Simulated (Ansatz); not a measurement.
Process, species as SMILES: ClB(Cl)Cl → B atom + 3 Cl atom
B3LYP-D3(BJ)/def2-TZVP geometries, fixed; electronic energies without zero-point terms.

Basis-set convergence of the atomisation energy at B2PLYP with Ansatz (an electronic-structure program). All functions are spherical. Cores are frozen. Open shells are unrestricted. No added dispersion term, no relativity. Functions are those of the species that has most. Reference: the value in pcseg-4, 321.31 kcal/mol, itself unsure by roughly 0.34 kcal/mol (its mean distance from aug-pcseg-3, aug-cc-pV(Q+d)Z, cc-pV(5+d)Z). Deviations are taken from unrounded values. Cost is core time over that of pcseg-2, rough, on shared machines of one kind; a dash marks a row that isn't timed (too short, read off another run, short of memory, by another algorithm or on other hardware).

```csv
basis,functions,atomisation energy (kcal/mol),minus reference (kcal/mol),cost
pcseg-0,48,261.70,-59.61,-
pcseg-1,68,305.46,-15.85,-
def2-SVPD,101,316.53,-4.77,0.6×
aug-pcseg-1,104,310.27,-11.04,0.7×
pcseg-2,132,318.64,-2.67,1×
def2-TZVPD,175,318.90,-2.41,1×
def2-TZVPPD,190,318.98,-2.33,1×
aug-pcseg-2,196,319.63,-1.68,2×
pcseg-3,252,320.69,-0.62,3×
def2-QZVPPD,300,320.40,-0.90,3×
aug-pcseg-3,352,320.81,-0.49,7×
pcseg-4,416,321.31,0.00,10×
```

The smallest set listed that lies within 4 kcal/mol of the reference with all its larger relatives (same family, alike in diffuse functions; a set with none counts only in the reference's own line) is pcseg-2 (132 functions, 1× in cost, -2.67 kcal/mol off).
